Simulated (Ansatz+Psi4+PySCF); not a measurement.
Values are calculated unless marked as measured or tabulated.
## Psi4 1.11 run

```
molecule {
1 2
O 0.000000 0.000000 -1.260000
C 0.000000 0.000000 0.000000
O 0.000000 0.000000 1.100000
}

set basis cc-pVTZ
set reference rohf
set scf_type pk
set mp2_type conv
set cc_type conv
set num_frozen_docc 3
energy('mp2')
```

The input is written out from the run's settings. Correlation on restricted open-shell orbitals is semicanonical, with singles.

Results

```yaml
Converged: yes
Reference_energy: -187.23740 hartree
Correlation_energy: -0.54553 hartree
Total_energy: -187.78293 hartree
Spin_squared_of_the_determinant: 0.750
Occupied_orbitals_by_symmetry_in_an_Abelian_subgroup_alpha;_beta: 7 A1 2 B1 2 B2; 7 A1 2 B1 1 B2
```

Caution: MP2 on this radical cation hangs on the determinant chosen.
